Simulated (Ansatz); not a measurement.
Run this with Ansatz's Python interface and show what comes out.

Input file `c4h4fn.xyz`:
```text
10

N     2.80680   -0.21580   -0.32190
C     1.70940   -0.21480    0.05820
C     0.34220   -0.20330    0.50030
F     0.12270   -0.60900    1.81380
C    -0.75750   -0.55480   -0.46700
C    -0.59520    0.86350   -0.00180
H    -0.49440   -0.78800   -1.49220
H    -1.59250   -1.12680   -0.07990
H    -0.22180    1.59280   -0.71130
H    -1.31960    1.25630    0.70180
```

`freq.py`
```python
"""Harmonic frequencies of C4H4FN at its relaxed geometry."""

from dataclasses import dataclass
import itertools

import ansatz as az
from ase import Atoms
from ase.data import atomic_numbers, covalent_radii
from ase.thermochemistry import IdealGasThermo
import numpy as np


@dataclass(frozen=True)
class Options:
    basis: str = "def2-SVP"
    xc: str = "pbe0"


cfg = Options()

molecule = az.Crystal.molecule_from_extxyz("c4h4fn.xyz")

calculation = (
    molecule.calculation()
    .basis(gaussian=cfg.basis)  # the orbital basis, by name
    .functional(cfg.xc)
)
symbols = [site.symbol for site in molecule.cartesian_sites]
start = np.array([site.position_ang for site in molecule.cartesian_sites], dtype=float)
report = calculation.relax(force_tolerance=0.003).run().report
end = np.array(report["positions_ang"])

# pairs closer than 1.2 times the sum of covalent radii, before or after
radius = [covalent_radii[atomic_numbers[s]] for s in symbols]
span = lambda where, i, j: np.linalg.norm(where[i] - where[j])
bonded = [(i, j) for i, j in itertools.combinations(range(len(symbols)), 2) if min(span(start, i, j), span(end, i, j)) < 1.2 * (radius[i] + radius[j])]
print("pair        before    after (A)")
for i, j in bonded:
    print(f"{symbols[i]}{i}-{symbols[j]}{j}".ljust(10), f"{span(start, i, j):8.4f} {span(end, i, j):8.4f}")

# same settings at the minimum
minimum = az.Crystal.molecule()
for symbol, place in zip(symbols, end):
    minimum = minimum.atom(symbol, place.tolist())
vibrating = (
    minimum.calculation()
    .basis(gaussian=cfg.basis)
    .functional(cfg.xc)
    .phonons(temperatures=(200, 600, 100))
)
vib = vibrating.run().report["vibrations"]
sums = vib["harmonic_sums"]
modes = [m["omega_inv_cm"] for m in sums["modes_at_gamma"] if m["rigid_motion"] == "no"]
print("frequencies (1/cm):", " ".join(f"{w:.0f}" for w in modes))
print("imaginary modes:", sum(w < 0 for w in modes), " zero-point energy:", round(sums["zero_point_energy_ev"], 4), "eV")
# rigid rotor and ideal gas, symmetry number taken as one
gas = IdealGasThermo(vib_energies=[w / 8065.544 for w in modes if w > 0], geometry="linear" if len(modes) == 3 * len(symbols) - 5 else "nonlinear",
                     atoms=Atoms(symbols, positions=end), symmetrynumber=1, spin=0.0)
print(f"H(298 K) - E = {gas.get_enthalpy(298.15, verbose=False):.4f} eV")
print(f"S(298 K, 1 bar) = {96485.33 * gas.get_entropy(298.15, 1e5, verbose=False):.1f} J/(mol K) with symmetry number 1")
```

```console
$ python freq.py
pair        before    after (A)
N0-C1        1.1614   1.1575
C1-C2        1.4369   1.4468
C2-F3        1.3921   1.3550
C2-C4        1.5062   1.4977
C2-C5        1.5063   1.4977
C4-C5        1.5014   1.5008
C4-H6        1.0838   1.0924
C4-H7        1.0836   1.0928
C5-H8        1.0838   1.0924
C5-H9        1.0836   1.0928
frequencies (1/cm): 181 211 364 393 576 586 684 764 910 924 989 1018 1076 1080 1180 1328 1343 1415 1487 2409 3164 3166 3268 3276
imaginary modes: 0  zero-point energy: 1.9707 eV
H(298 K) - E = 2.1450 eV
S(298 K, 1 bar) = 310.7 J/(mol K) with symmetry number 1
```

What to keep in mind:
- These settings explore the input space; basis and method may be short of convergence.
- The frequencies are harmonic and unscaled, in a modest basis.
- The entropy takes a symmetry number of 1; a symmetric molecule's is lower by R ln(sigma).
- Wall time of the script: 4 min on 1 thread of Arm Neoverse V1, with other jobs on the host, peak memory 0.35 GiB.
